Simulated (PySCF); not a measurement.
## SiC⁺: everyday levels beside a composite calculation

PySCF; the state is a quartet (σ ↑, π ↑↑). The composite is CCSD(T) extrapolated to the basis-set limit from two correlation-consistent sets, with core-valence (CV) and scalar-relativistic (SR) terms as its label shows; it has no spin–orbit coupling and nothing beyond (T). Here it is CCSD(T)/CBS(TQ)+CV+SR. It gives Re = 1.807 Å, ωe = 853 cm⁻¹ and De = 3.60 eV to Si⁺ + C.

| level | basis | relativity | Re (Å) | ωe (cm⁻¹) | De (eV) |
| --- | --- | --- | --- | --- | --- |
| UHF | 6-311G(d,p) | no relativity | 1.784 | 938 | 2.55 |
| UHF | def2-TZVPPD | no relativity | 1.783 | 934 | 2.71 |
| UHF-MP2 | 6-311G(d,p) | no relativity | 1.805 | 890 | 3.21 |
| UHF-SCS-MP2 | 6-311G(d,p) | no relativity | 1.802 | 895 | 2.88 |
| UHF-SCS-MP2 | def2-TZVPPD | no relativity | 1.803 | 883 | 3.12 |
| UHF-CCSD | def2-SVP | no relativity | 1.818 | 874 | 3.19 |
| UHF-CCSD(T) | def2-TZVPPD | no relativity | 1.820 | 840 | 3.48 |
| PBE | def2-SVP | no relativity | 1.850 | 787 | 4.04 |
| PBE | def2-TZVPPD | no relativity | 1.841 | 784 | 4.09 |
| revPBE | def2-SVP | no relativity | 1.856 | 779 | 3.85 |

Question: Give the difference of each row from the composite.

Answer: 

```tsv
level	basis	ΔRe (pm)	Δωe (%)	ΔDe (eV)
UHF	6-311G(d,p)	-2.3	+10.0	-1.05
UHF	def2-TZVPPD	-2.4	+9.5	-0.89
UHF-MP2	6-311G(d,p)	-0.2	+4.3	-0.39
UHF-SCS-MP2	6-311G(d,p)	-0.5	+4.9	-0.72
UHF-SCS-MP2	def2-TZVPPD	-0.4	+3.5	-0.48
UHF-CCSD	def2-SVP	+1.1	+2.5	-0.41
UHF-CCSD(T)	def2-TZVPPD	+1.3	-1.5	-0.12
PBE	def2-SVP	+4.3	-7.7	+0.44
PBE	def2-TZVPPD	+3.4	-8.1	+0.49
revPBE	def2-SVP	+4.9	-8.7	+0.25
```

Question: Which rows come closest in De?

Answer: UHF-CCSD(T) in def2-TZVPPD (-0.12 eV), counted from the composite.

Correlated steps freeze 6 core orbitals. Correlated levels converge slowly with the basis: in double zeta they bind strong bonds too weakly, by up to about 1 eV, and carry superposition errors of some tenths. For an ion De counts to the pair picked by the measured ionisation energies or electron affinities, which need not be the lowest pair at this level. The CCSD T1 diagnostic is raised in SiC⁺, a sign that a single reference may not be enough there. The state was picked by a PBE0 search and need not be the measured ground state.
